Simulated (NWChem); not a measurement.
System: CHO cation

```xyz
3

C      0.0000     0.0000    -0.5086
O      0.0000     0.0000     0.5958
H      0.0000     0.0000    -1.6198
```
Atoms are numbered in this order, from 1.

Computed with NWChem. Pople sets run with spherical d functions. Geometry: optimised at PBE0/def2-SVP. Level: M05-2X/6-31G* with SMD (1 M gas to 1 M solution), gas-phase geometry. Reactions with the solvent are ignored.

Problem. Among these, which solvent gives the lowest value of “solvation free energy (kcal/mol)”?
A. tetrahydrofuran
B. water
C. diethyl ether
D. ethyl acetate

Solution. B, water. Values: water -82.3; tetrahydrofuran -71.0; ethyl acetate -68.4; diethyl ether -62.7
